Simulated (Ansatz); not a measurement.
Energy needed to pull apart BPH$_{6}$ (SMILES [BH3-][PH3+]), closed shell, into free ground-state atoms, from the structure below (displaced at random from its PBE0-D4/def2-TZVP minimum); no zero-point or spin–orbit terms; open-shell atoms are treated unrestricted, in their ground-state multiplicity.

B1  (-0.564, 0.247, -1.001)
P2  (0.359, -0.158, 0.725)
H3  (-1.744, 0.314, -0.475)
H4  (-0.408, -0.648, -1.626)
H5  (-0.007, 1.208, -1.267)
H6  (0.425, 0.814, 1.718)
H7  (1.863, -0.435, 0.455)
H8  (0.066, -1.409, 1.417)
(Å)

Computed with Ansatz 0.2.0 (basis: def2-TZVPP); correlated methods freeze the cores.

| method | atomization energy (eV) |
| --- | --- |
| PBE-D4 | 23.34 |
| r2SCAN-D4 | 23.37 |
| PBE0-D4 | 23.17 |
| wB97M-V | 23.44 |
| HF | ? |
| MP2 | 22.27 |
| CCSD | ? |
| CCSD(T) | 22.62 |

**Question.** What does CCSD give? (An estimate is asked for; the value comes from the calculation.)

**Answer.** The calculation gives: 22.42 eV, which is about 0.20 eV less than CCSD(T)/def2-TZVPP.

**Question.** What does HF give? (Judge from chemistry; the value comes from the calculation.)

**Answer.** By the calculation: 17.34 eV, which is about 5.27 eV less than CCSD(T)/def2-TZVPP.

In triple zeta the MP2 and coupled-cluster atomization energies are still short of their basis limit by a few kcal/mol a bond, whereas those of the functionals are nearly converged, so these differences are not deviations from converged CCSD(T).

No T1 diagnostic of these runs exceeds 0.013.

For scale, one of the runs: CCSD(T)/def2-TZVPP forces, 157 basis functions (an equivalent command: `ansatz run in.yaml --threads 2`). Time: 56 s of wall clock on 2 CPU threads; the host was shared. Peak host memory: 1.9 GiB.
